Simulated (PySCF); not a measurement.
Consider nitrosyl fluoride, `O=NF` (FNO). Atom numbers as in the mapped SMILES `[O:1]=[N:2][F:3]`.

Level of theory: ωB97X-D3(BJ)/ma-def2-TZVP single points in PySCF, grid level 2; every species was optimised with PBE0-D3(BJ)/def2-SVP. The prefix ma- adds one diffuse s and one diffuse p function on all atoms but H. ωB97X-D3(BJ) is ωB97X-V with D3(BJ) in place of VV10. Zero-point and thermal terms (298.15 K, 1 bar) come from unscaled PBE0-D3(BJ)/def2-SVP harmonic frequencies, with soft modes damped to free rotors in the entropy.

(1) What are the vertical and the adiabatic ionisation energy for forming the radical cation?

(2) Where does the unpaired spin of the relaxed radical cation sit?

(3) What oxidation potential follows in acetonitrile (IEF-PCM), given that Fc+/Fc comes at 4.54 V absolute with this functional and basis?

(4) How far is −ε(HOMO) from the vertical value by ΔSCF?

## Answers

(1) 13.09 eV vertical and 12.72 eV adiabatic, the latter with zero-point energy.

(2) N2 (nitrogen) 0.41, O1 (oxygen) 0.39, F3 (fluorine) 0.20 (intrinsic atomic orbital populations).

(3) In the gas phase ΔG of oxidation is 12.712 eV, and solvation is -7.1 kJ/mol for the parent and -312.5 kJ/mol for the product, so the absolute potential is 9.55 V, or 5.00 V against Fc+/Fc. Fc+/Fc in acetonitrile, 4.54 V, is ωB97X-D3(BJ)/ma-def2-TZVP on PBE0-D3(BJ)/def2-SVP structures with GFN2-xTB thermal terms. Benchmark calculations put it near 5.0 V in acetonitrile and DMSO, so it is about 0.5 V low, and the value against it can read up to that much too high. The solvent is electrostatics only, on gas-phase structures; the absolute scale refers to an electron at rest in vacuum.

(4) −ε(HOMO) = 12.38 eV, which is 0.72 eV below the ΔSCF value.

Differences come from unrounded values, so a last digit can differ from that of the printed terms.
